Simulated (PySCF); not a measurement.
Isomers of C3H2N (doublet state). Computed with PySCF, PBE0-D3(BJ)/def2-SVP geometry optimisation, gas phase. Energies are electronic, without zero-point or thermal terms, for one conformer each. No frequencies were run at this level. Point groups hold within 0.08 Å. The open-shell SCF solutions weren't tested for stability.

Question: Order them by energy at this level, lowest first, and give relative energies in kJ/mol.
A. `[H]/[C]=C\C#N` [radical]
B. `[C](C#N)=C` [radical]

Answer: B (0.0), A (41.2).

Both arise from one parent by loss of a hydrogen atom (C=[C]C#N: H removed from sp2 C; [H]/[C]=C\C#N: H removed from sp2 C), so the differences are those of the electronic X–H dissociation energies at this level.

| SMILES | E (Eh) | E rel (kJ/mol) | dipole (D) | point group | A, B, C (MHz) | ⟨S²⟩ |
| --- | --- | --- | --- | --- | --- | --- |
| C=[C]C#N | -169.82696 | 0.0 | 3.80 | C2v | 286495, 4268, 4205 | 0.789 |
| [H]/[C]=C\C#N | -169.81127 | 41.2 | 3.14 | Cs | 49855, 5338, 4822 | 0.773 |

Q: How do the relative energies change in single points at B3LYP/IGLO-III on C N, pcH-1 on H (no added dispersion term) on the same geometries?

A: 
```
       SMILES  PBE0-D3(BJ)/def2-SVP (kJ/mol)  B3LYP/IGLO-III on C N, pcH-1 on H (kJ/mol)  shift
     C=[C]C#N                            0.0                                         0.0    0.0
[H]/[C]=C\C#N                           41.2                                        42.2   +1.0
```

Each column counts from its own lowest isomer. The order is unchanged; the largest shift is 1.0 kJ/mol.

Q: As an exercise, what shares would exp(−E/RT) give at 1000 K from these electronic energies alone (no entropy, no degeneracies)?

A: RT = 8.314 kJ/mol: C=[C]C#N 99.3 %, [H]/[C]=C\C#N 0.7 %.
